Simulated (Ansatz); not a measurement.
Input file:

```yaml
crystal:
  periodic: [false, false, false]
  atoms:
    - {symbol: Zr, position_ang: [0.000000, 0.028898, 0.000000]}
    - {symbol: H, position_ang: [0.462564, -0.653853, -1.752161]}
    - {symbol: H, position_ang: [0.462564, -0.653853, 1.752161]}
    - {symbol: H, position_ang: [-0.462564, -0.653853, -1.752161]}
    - {symbol: H, position_ang: [-0.462564, -0.653853, 1.752161]}
basis:
  gaussian: {orbitals: def2-SVP}
total_charge: 1
magnetization: {spin_polarized: false, initial_magnetization: 3}
correlation: {active_space: {window: {electrons: 5, orbitals: 5}, states: [{multiplicity: 4, irrep: T2g, weights: [1]}]}}
```

```sh
$ ansatz run in.yaml --threads 1 --pin off --events-out ev --progress --plain --max-ram 2393MiB
```

**Question.** What does the program do with this input?

**Answer.** Stopped by an error. The input was made wrong on purpose (irrep not in the group), so the run isn't a sound calculation of what was asked.
```
the irreps are read with x along [1.000, 0.000, 0.000], y along [0.000, 0.000, 1.000] and z along [-0.000, -1.000, -0.000] of the geometry given
955 factors; integrals over basis functions are off by at most 1.7e-7 eV
mean field evaluation 1: about -1317.1852 eV, gradient 1.1e1 eV
mean field evaluation 2: about -1317.1890 eV, gradient 1.1e1 eV
mean field evaluation 4: about -1318.4314 eV, gradient 2.0e0 eV
mean field evaluation 8: about -1318.5425 eV, gradient 2.6e-1 eV
mean field evaluation 16: about -1318.5542 eV, gradient 2.9e-6 eV
mean field evaluation 32: about -1318.2920 eV, gradient 1.7e-3 eV
mean field evaluation 64: about -1318.0782 eV, gradient 5.3e-1 eV
mean field evaluation 96: about -1318.5212 eV, gradient 3.9e-1 eV
mean field evaluation 128: about -1318.2920 eV, gradient 1.7e-3 eV
mean field evaluation 160: about -1318.2403 eV, gradient 6.8e0 eV
mean field -1318.55416705 eV, -48.4559718909 hartree, gradient 2.9e-6 eV, S^2 3.750000; 20 other end points of the search recorded, 0 dependent functions left out
reference -1318.55416705 eV, -48.4559718909 hartree; 9, 6 occupied and 42, 45 virtual orbitals, 955 factors
Error: the irrep T2g is not accepted for these orbitals, which take A1, B1, B2, A2, or 1 to 4
```
